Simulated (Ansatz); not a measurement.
# CH4Al (doublet): from Hartree-Fock to the top rungs at a displaced geometry (v1), cc-pVDZ

Aim: climb from Hartree-Fock through coupled cluster and multireference methods for CH4Al (doublet) at one geometry and basis, and see what each rung misses.

Method: cc-pVDZ, core rule «outside noble gas», up to 6 orbitals frozen; program: Ansatz 0.2.0, Gaussian basis.

To be run: UHF; CCSD(T) on ROHF; CCSD(T) on UHF; BCCD(T) on ROHF; CISD; CCSDT(Q) on ROHF; CCSDT(Q) on UHF; CASSCF and MRCISD+Q, 9 electrons in 9 orbitals; CASSCF and NEVPT2, 9 electrons in 9 orbitals.

20 further runs of the same task are left out: 1 for a mislabelled method, 8 that didn't finish, 11 set aside as unsound or not needed.

## 1. The system

The geometry is a PBE0/def2-TZVP stationary point (not a proven minimum) with its atoms shifted at random (size 0.040 Å).

6 atoms, charge 0, spin multiplicity 2.

Atoms are counted from 1 here; the program's logs count them from 0.

Bond lengths: Al1–C2 1.975 Å, Al1–H3 1.618 Å, C2–H4 1.102 Å, C2–H5 1.048 Å, C2–H6 1.131 Å. Angles: C2–Al1–H3 115.6°, Al1–C2–H4 115.3°, Al1–C2–H5 113.8°, Al1–C2–H6 109.9°, H4–C2–H5 109.9°, H4–C2–H6 104.4°, H5–C2–H6 102.3°.

Geometry (Å):

```
Al    0.00353   -0.09580    0.69814
C     0.00270    0.07087   -1.26985
H     0.05066    1.29839    1.51881
H    -0.05211   -0.88044   -1.82258
H     0.78621    0.65755   -1.64506
H    -0.91150    0.64453   -1.60787
```

## 2. UHF

in.yaml

```yaml
crystal:
  periodic: [false, false, false]
  atoms:
    - {symbol: Al, position_ang: [0.003533, -0.095802, 0.698137]}
    - {symbol: C, position_ang: [0.002700, 0.070869, -1.269855]}
    - {symbol: H, position_ang: [0.050664, 1.298389, 1.518808]}
    - {symbol: H, position_ang: [-0.052113, -0.880443, -1.822585]}
    - {symbol: H, position_ang: [0.786214, 0.657554, -1.645060]}
    - {symbol: H, position_ang: [-0.911499, 0.644535, -1.607875]}
basis:
  gaussian: {orbitals: cc-pVDZ}
magnetization: {spin_polarized: true, initial_magnetization: 1}
hamiltonian: {xc: hf}
output: {orbitals: {seedname: orbitals}}
```

Started as:

```
> ansatz run in.yaml --threads 1 --pin off --events-out ev --progress --plain --max-ram 2393MiB
```

After this run come: CCSD(T) on ROHF; CCSD(T) on UHF; BCCD(T) on ROHF; CISD; CCSDT(Q) on ROHF; CCSDT(Q) on UHF; CASSCF and MRCISD+Q, 9 electrons in 9 orbitals; CASSCF and NEVPT2, 9 electrons in 9 orbitals.

Q: Predict the results of all the runs planned. Wanted: UCCSDT(Q) below the RHF energy; RMP2 from UCCSDT(Q); UMP2 from UCCSDT(Q); RCCSD from UCCSDT(Q); RCCSD(T) from UCCSDT(Q); UCCSD(T) from UCCSDT(Q); RCCSDT(Q) from UCCSDT(Q); NEVPT2 frontier from UCCSDT(Q); MRCISD+Q frontier from UCCSDT(Q).

The runs gave:

```
                         quantity                                                                      value
   UCCSDT(Q) below the RHF energy                                                                 -6.5029 eV
              RMP2 from UCCSDT(Q)                                                                +1041.5 meV
              UMP2 from UCCSDT(Q)                                                                +1036.9 meV
             RCCSD from UCCSDT(Q)                                                                 +189.6 meV
          RCCSD(T) from UCCSDT(Q)                                                                  +29.9 meV
          UCCSD(T) from UCCSDT(Q)                                                                  +29.7 meV
         RCCSDT(Q) from UCCSDT(Q)                                                                   +0.5 meV
   NEVPT2 frontier from UCCSDT(Q)                                                                +1141.8 meV
 MRCISD+Q frontier from UCCSDT(Q)                                                                  +15.5 meV
levels within 1 kcal/mol (43 meV)  RCCSD(T), UCCSD(T), BCCD(T), RCCSDT, UCCSDT, RCCSDT(Q), MRCISD+Q frontier
                    T1 diagnostic                                                                      0.015
```

**Reading.** RCCSD(T) misses by +29.9 meV, 0.5 % of the correlation energy. Of the multireference levels listed MRCISD+Q frontier comes nearest in total energy (+15.5 meV), which doesn't show that its space is the better one. These misses are within one basis, not against nature; the frozen cores of restricted and unrestricted runs differ, which can shift their rows.
